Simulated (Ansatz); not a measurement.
# Iridium, fcc: B3LYP after BLYP

Aim: see what exact exchange does to the levels, and what it costs. Spin polarisation is left out. The geometry was relaxed under BLYP beforehand and is kept. Exact exchange is dear, so the k-mesh is coarse, and BLYP is run on the same mesh for comparison.

Program: Ansatz 0.2.0. Level of theory: DFT, plane waves (420 eV) with PBE-made PAW files, scalar-relativistic; functionals as named at each step. These are calculated values, not measurements.

**1. The structure to begin with**

Symmetry: Fm-3m, No. 225, cubic system. The conventional cell has a = 3.938 Å, b = 3.938 Å, c = 3.938 Å, α = 90.00°, β = 90.00°, γ = 90.00°. Ir (site symmetry m-3m) has 12 Ir at 2.78 Å as nearest neighbours.

Structure file:

```
CELL_PARAMETERS angstrom
0.00000 1.96884 1.96884
1.96884 0.00000 1.96884
1.96884 1.96884 0.00000
ATOMIC_POSITIONS crystal
Ir 0.00000 0.00000 0.00000
```

**2. BLYP on the coarse mesh**

The run with BLYP.

File input.yaml:

```yaml
crystal:
  lattice:
    - [0.0, 1.9688422977, 1.9688422977]
    - [1.9688422977, 0.0, 1.9688422977]
    - [1.9688422977, 1.9688422977, 0.0]
  atoms:
    - { symbol: Ir, position: [0.0, 0.0, 0.0] }
hamiltonian:
  xc: blyp
  pseudopotentials:
    kind: paw
    azcp:
      Ir: "pseudopotentials/Ir.paw.azcp"
basis:
  ecutwfc: 420
  fft_grid_basis: typed
kpoints:
  mp_grid: { grid: [7, 7, 7], shift: [0, 0, 0] }
magnetization:
  spin_polarized: false
scf:
  occupations: { method: fermi_dirac, width: 0.1 }
```

Standard output, shortened:

```text
Warning: RAYON_NUM_THREADS=4 ignored (pool sized by the plan → 4); use --threads N
[...]
Pseudopotentials: kind: paw
Pseudopotential: Ir, paw, valence charge 17, recommended cutoff 420 eV (normal), <dir>
Functional definition: BLYP
[...]
Crystal: 1 atoms, lattice volume = 15.264 Å³
Basis set: ecut = 420 eV, 307 PW (Γ), exchange–correlation on 40×40×40 points (8 copies of the dense FFT grid, shifted against one another)
Bands: 13, of which v1, the nominal top of the filled ones, is band 9 counted from 1 (8 counted from 0)
Symmetry: 48 space group operations
Space group: Fm-3m (ITA 225), of the structure as read, at distance tolerance 2.5e-5 Å
k-points: 20 of 343
[...]
SCF iter   1: F=—  HF=-11960.810527 eV  |F-HF|=—  |Δ(HF+E_count)|=         —  Δρ=1.36e-2  dr2=2.48e-2  ethr=1.77e-3  ⟨swp⟩=5.0  Hψ=1352  notcnv=0
[...]
SCF iter   6: F=-11960.804931 eV  HF=-11960.804931 eV  |F-HF|=4.37e-11  |Δ(HF+E_count)|=   2.68e-9  Δρ=6.90e-7  dr2=7.13e-11  ethr=9.30e-12  ⟨swp⟩=1.1  Hψ=755  notcnv=0
[...]
SCF converged after 6 iterations
Free energy (F): -11960.804931 eV
[...]
E sigma→0 (E₀):  -11960.794356 eV
Entropy (-TS):   -0.021149 eV (-21.149 meV/atom)
Fermi energy:    24.001382 eV
[...]
```

It took 0.49 s on 4 threads of an Arm CPU, shared host; peak memory 0.3 GiB.

**3. B3LYP, coarse mesh**

The run with B3LYP.

Edit input.yaml of step 2 so:

```diff
@@ -8,3 +8,3 @@
 hamiltonian:
-  xc: blyp
+  xc: b3lyp
   pseudopotentials:
```

Standard output, shortened:

```text
Warning: RAYON_NUM_THREADS=4 ignored (pool sized by the plan → 4); use --threads N
[...]
[... 2 set-up lines as earlier in the session ...]
Functional definition: B3LYP
[...]
Crystal: 1 atoms, lattice volume = 15.264 Å³
Basis set: ecut = 420 eV, 307 PW (Γ), exchange–correlation on 40×40×40 points (8 copies of the dense FFT grid, shifted against one another)
Bands: 13, of which v1, the nominal top of the filled ones, is band 9 counted from 1 (8 counted from 0)
[... 2 set-up lines as earlier in the session ...]
k-points: 20 of 343
[...]
SCF iter   1: F=—  HF=-11949.192689 eV  |F-HF|=—  |Δ(HF+E_count)|=         —  Δρ=1.10e-2  dr2=1.30e-2  ethr=1.77e-3  ⟨swp⟩=6.6  Hψ=1067  notcnv=0
[...]
Frozen-core exchange: fock
[...]
SCF 2 stopped early in 4 iterations: F = -11948.340099 eV  dr2 = 2.26e-6
[...]
hybrid outer 2: dexx = +5.545e-7 eV, tail = 8.50e-8 eV, Δε = 1.26e-3 eV (about 9.94e-5 eV left of the loop's levels)
hybrid SCF converged: 2 outer / 6 inner (+6 warm-up), last move |dexx| = 5.55e-7 eV, tail = 8.50e-8 eV
Stability not checked: this state was not tested for a lower state beside it, because the functional holds exact exchange (a hybrid, or Hartree-Fock), whose exchange loop this test does not read (fock_operator; see scf.lower_state_search)
Free energy (F): -11948.340131 eV
Frozen-core exchange: fock
[...]
E sigma→0 (E₀):  -11948.337201 eV
Entropy (-TS):   -0.005859 eV (-5.859 meV/atom)
Fermi energy:    23.255317 eV
[...]
--- Band table (eV; the first three rows and the last of 20) ---
  k-point 0: bands = ["-72.9883", "-28.3817", "-28.3817", "-28.3817", "12.1447", "19.1741", "19.1741", "19.1741", "21.5029", "21.5029", "38.6293"]
[...]
  guard bands above this table: 2 of the run's 13 bands. The solve was not asked for them (output.publish_guard_bands: true or output.eigenvalues: true publishes all)
```

Wall time 5.2 s (4 threads of an Arm CPU, shared host); peak memory 0.73 GiB.

**4. The functionals compared**

```csv
functional,gap on the mesh,Fermi energy (eV),SCF cycles,exchange loops,CPU time
BLYP,none (levels filled in part),24.001,6,-,0.78 s
B3LYP,none (levels filled in part),23.255,12,2,14 s
```

**5. Outcome**

```
                         quantity                         value
                        BLYP: gap  none (levels filled in part)
                       B3LYP: gap  none (levels filled in part)
B3LYP: SCF cycles, exchange loops                         12, 2
B3LYP: CPU time over that of BLYP                            18
```

What this shows: Both BLYP and B3LYP leave levels filled in part. The hybrid took 18 times as much CPU time as BLYP on the same settings. The exchange operator of B3LYP was renewed in 2 outer loops. The cell taken over is 8 % larger than the measured one (14.15 Å³/atom, COD). The total energies in the logs cannot be compared from one functional to another.
